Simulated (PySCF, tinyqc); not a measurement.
Coupled-perturbed Hartree-Fock on RHF in the sto-3g basis, for BH, spin multiplicity 1, step by step. The lowest restricted solution is unstable here: a spin-polarised one lies 0.0059 hartree lower (PySCF). One step of it, computed by the program tinyqc.

Task: Orthogonalisation. S = U s U^T; symmetric (Loewdin) form X = U s^(-1/2) U^T, so that X^T S X = 1.

overlap S, lower triangle:
```
           1B 1s     1B 2s    1B 2px    1B 2py    1B 2pz     2H 1s
1B 1s   1.000000
1B 2s   0.269328  1.000000
1B 2px  0.000000  0.000000  1.000000
1B 2py  0.000000  0.000000  0.000000  1.000000
1B 2pz  0.000000  0.000000  0.000000  0.000000  1.000000
2H 1s   0.027815  0.297120  0.000000  0.000000  0.344436  1.000000
```

Give: eigenvalues of S; X.

Result:

eigenvalues of S: 0.5160  0.8015  1.0000  1.0000  1.1772  1.5053

X, lower triangle:
```
          1B 1s    1B 2s  1B 2px  1B 2py   1B 2pz   2H 1s
1B 1s    1.0296
1B 2s   -0.1470   1.0708
1B 2px   0.0000   0.0000  1.0000
1B 2py   0.0000   0.0000  0.0000  1.0000
1B 2pz  -0.0065   0.0471  0.0000  0.0000   1.0527
2H 1s    0.0207  -0.1769  0.0000  0.0000  -0.1992  1.0928
```
